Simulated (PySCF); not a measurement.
**Bond curve of CO**

Set-up: basis C aug-pcseg-1, O aug-pcseg-1; no relativity; PySCF 2.14. Energies in eV from C + O in their ground configurations at the same level. State: ¹Σ⁺ (singlet), closed shell.

```tsv
R (Å)	PBE0
0.974	-8.774
1.019	-10.030
1.064	-10.732
1.098	-10.983
1.132	-11.051
1.166	-10.975
1.211	-10.702
1.268	-10.164
1.336	-9.337
1.426	-8.086
```

Put a parabola through the three lowest points of the PBE0 curve and estimate Re, k and ωe (reduced mass 6.856 u; 1 eV/Å² = 0.16022 mdyn/Å; ωe = 1302.8·√(k/μ) cm⁻¹).

Through R = 1.098, 1.132, 1.166 Å the second-order coefficient is 62.3 eV/Å², so Re ≈ 1.131 Å, k ≈ 20.0 mdyn/Å and ωe ≈ 2223 cm⁻¹. A polynomial fit of higher order to the unrounded PBE0 energies gives Re = 1.130 Å, k = 20.3 mdyn/Å, ωe = 2243 cm⁻¹; anharmonicity and rounding make the difference.

The higher-order fit for each curve: PBE0: Re = 1.130 Å, ωe = 2243 cm⁻¹, De = 11.05 eV.
